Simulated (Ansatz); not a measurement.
# One structure, 3 elements: CaTi, CaZr, CaHf

Plane-wave DFT in Ansatz with scalar-relativistic PAW potentials, cutoff 420 eV, Γ-centred meshes chosen by cell and gap, Gaussian smearing with energies taken to zero width. Every cell was relaxed (cell and atoms) in a run of its own, within the symmetry of its start. Functional: PBE.

All members share space group P4/mmm and the same sites; only the element on one set of sites changes (Ti, Zr, Hf). Members needn't be the stable form of their composition. Energies over the elements, where given, are against the elements' standard states in the same functional (H₂, N₂, O₂ and halogens uncorrected, Hg as a solid). The first member:

Space group P4/mmm (No. 123). a = 3.177 Å, b = 3.177 Å, c = 5.056 Å, α = 90.00°, β = 90.00°, γ = 90.00°
```tsv
atom	site	symmetry	x	y	z
Ca	1d	4/mmm	0.5000	0.5000	0.5000
Ti	1a	4/mmm	0.0000	0.0000	0.0000
```

```tsv
compound	V (Å³/atom)	a (Å)	c (Å)	energy over elements (eV/atom)
CaTi	25.52	3.177	5.056	0.692
CaHf	27.69	3.243	5.268	0.561
```

Question: Predict the member with Zr.

Answer: V (Å³/atom) 28.34, a (Å) 3.266, c (Å) 5.314, energy over elements (eV/atom) 0.467. Interpolating linearly in period between Ti and Hf would give 26.61 Å³/atom (6.1 % too small), with 0.627 eV/atom over the elements. Over the whole series the volume has no steady trend down the group (least for Ti); all are metallic on the mesh; none is bound against its elements in this structure, and Zr comes closest. Hf is no larger than Zr here (27.69 against 28.34 Å³/atom), as one expects from the lanthanide contraction and relativistic shrinking of 6s.

Spin-orbit coupling is left out, which matters for the bands of heavy elements.